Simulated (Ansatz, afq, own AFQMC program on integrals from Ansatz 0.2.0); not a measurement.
**Where AFQMC and coupled cluster stand for CH₂, singlet**

```yaml
atoms:
  - { symbol: C, position_ang: [0.0000, -0.1445, 0.0532] }
  - { symbol: H, position_ang: [0.0000, 1.1627, -1.5493] }
  - { symbol: H, position_ang: [0.0000, 0.5587, 0.9153] }
```

Basis cc-pVDZ. Noble-gas cores (and the filled d shells of Ga–Kr and In–Xe) are frozen. Integrals, coupled cluster, full CI and functionals: Ansatz 0.2.0; the random walks run on the same integrals in our own AFQMC program. ph-AFQMC/CISD is guided by a CISD state made of CCSD amplitudes; releasing the constraint for a short imaginary time cuts its bias at the price of noise, slowly where states lie close. ± is one standard error of the sampling.

Determinant: RHF, the one that the program's search chose, which needn't be the lowest solution. The geometry is a point of a scan.

Full CI on the same integrals is exact in this basis and with this determinant's frozen core.

Cautions: restricted determinant unstable towards unrestricted (UHF 1.30 eV lower, ⟨S²⟩ 1.20); strong correlation (T1 0.035, weight of the determinant 0.83, largest double 0.32); the released energies are still falling, so no released level is given (meV from the phaseless value at times in 1/Eh: -7 ± 5 at 0.24, -15 ± 5 at 0.51, -14 ± 4 at 0.99, -22 ± 3 at 1.62, -31 ± 3 at 2.40).

```
T1 diagnostic                               : 0.0348
weight of the determinant in the CISD state : 0.829
size of the correlated space                : 6 electrons in 23 orbitals
```

Reference: full CI, correlation energy -4.887 eV.

```tsv
level	E − E(reference) (kcal/mol)	share of correlation (%)
HF	112.70	0.00
MP2	33.70	70.09
CCSD	5.13	95.45
CCSD(T)	0.74	99.35
CCSDT	0.18	99.84
CCSDT(Q)	0.02	99.98
CCSDTQ	0.01	99.99
ph-AFQMC/HF	5.42 ± 0.79	95.19
ph-AFQMC/CISD	0.90 ± 0.15	99.20
```

CCSDT and higher add their correlation energy to the determinant of the CCSD(T) run, since their own runs factorise the integrals more tightly (a shift of under 2 meV). A walk keeps the symmetry of its determinant, which the program's search chose and which needn't be the lowest solution, so a lower state of the same spin and another symmetry isn't excluded.
